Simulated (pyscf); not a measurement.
PySCF, gas phase, ωB97X-D3(BJ)/def2-SVP geometries.

### Question
HO–Ge(OH)(OH)–OH (SMILES [OH][Ge]([OH])([OH])[OH]) + H• (SMILES [H]) → H₂O (SMILES O) + HO–Ge•(OH)–OH (SMILES [OH][Ge]([OH])[OH])
Surface: doublet. Broken: Ge–O. Formed: H–O. Give ΔE‡ and ΔE from ωB97M-D3(BJ)/def2-TZVP, relative to the separated reactants.

### Answer
ΔE‡ = 19.0 kcal/mol, ΔE = -12.9 kcal/mol. Zero-point energy shifts the barrier by +0.2 kcal/mol. It is a substitution at O, with an imaginary mode of 1811i cm⁻¹. On the product side the descent ends in a bound adduct (not fully relaxed), 9.9 kcal/mol under the separated species and 41.8 kcal/mol under the saddle at ωB97X-D3(BJ)/def2-TZVP. At ωB97X-D3(BJ) the barrier from the zero used here is 22.4 kcal/mol. One saddle was located; it need not be the lowest between these sides. The angle at the attacked O is 145°. Elements up to Kr have no core potential and no relativistic terms here.
